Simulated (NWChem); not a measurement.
Species: hydrogen sulfide (H₂S); SMILES S

```xyz
3

S      0.0000     0.0000     0.1231
H      0.9740     0.0000    -0.8272
H     -0.9740     0.0000    -0.8272
```
Atoms are numbered in this order, from 1.

Results from NWChem. Pople sets run with spherical d functions. Geometry: optimised at PBE-D3(BJ)/def2-SVP. B3LYP is NWChem's, with the RPA form of VWN correlation. Core excitations by TDA in a window of 1s orbitals, non-relativistic and unshifted: absolute energies depend strongly on the exact-exchange share.

Q: Predict the results for S K edge, B3LYP/6-311G**. Quantities: first 1s excitation (eV); dipole oscillator strength of the first; first state with f > 0.002 (eV); dipole oscillator strength of that state.

A: The first 1s excitation (eV) is 2415.9. The dipole oscillator strength of the first is 0.0043 and the first state with f > 0.002 (eV) is 2415.9. The dipole oscillator strength of that state is 0.0043.
